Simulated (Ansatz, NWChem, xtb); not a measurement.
A small benchmark: dipole moment

8 molecules of light elements (H to F); the dipole moment in D, computed less measured. Shapes, held fixed at every level: PBE0-D4/def2-TZVP. No vibrational averaging. Dipoles are compared by magnitude; molecules under 1 D, whose direction can flip, are left out. Programs: Ansatz 0.2.0, NWChem 7.3.0, xtb 6.7.1. Measured values: NIST CCCBDB.

Levels: A = GFN2-xTB; B = HF/def2-SVP; C = PBE-D4/def2-TZVPP; D = r2SCAN-D4/def2-TZVPP.

```
                   molecule  measured      A      B      C      D
     HF (hydrogen fluoride)      1.82  +0.70  +0.17  -0.02  +0.02
    NOF (nitrosyl fluoride)      1.81  -0.31  -0.24  -0.55  -0.48
                H2O (water)      1.85  +0.41  +0.28  +0.04  +0.08
           CH3F (SMILES CF)      1.85  +0.46  +0.29  -0.18  -0.12
         CH3N (methanimine)      2.00  -0.04  +0.20  -0.11  -0.04
C2H5N (N-methylmethanimine)      1.53   0.00  +0.21  -0.17  -0.10
    C3H3NO (SMILES c1cocn1)      1.50  +0.20  +0.02  +0.06  +0.07
     C3H4O (cyclopropanone)      2.67  +0.30  +0.51  +0.10  +0.22
```

(1) Which level does best on this set, which worst, and which err to one side?

Results:

(1) 
```
               level            kind  mean error  mean absolute error  worst case
            GFN2-xTB  semi-empirical      +0.215                0.302          HF
         HF/def2-SVP    Hartree–Fock      +0.180                0.240       C3H4O
   PBE-D4/def2-TZVPP             GGA      -0.104                0.154         NOF
r2SCAN-D4/def2-TZVPP        meta-GGA      -0.044                0.141         NOF
```

On this set r2SCAN-D4/def2-TZVPP has the smallest mean absolute error and GFN2-xTB the largest. Without HF the largest would be that of HF/def2-SVP. GFN2-xTB is too high in 5 of 8; HF/def2-SVP is too high in 7 of 8; PBE-D4/def2-TZVPP is too low in 5 of 8. The levels differ in basis as well as in method. The tabulated value of NOF is in doubt (older tables, estimates, or at odds with other calculations) and kept here. Over the 7 molecules whose values aren't doubted the mean absolute errors are A 0.301; B 0.240; C 0.097; D 0.093. The smallest two are near a tie. The set is small.
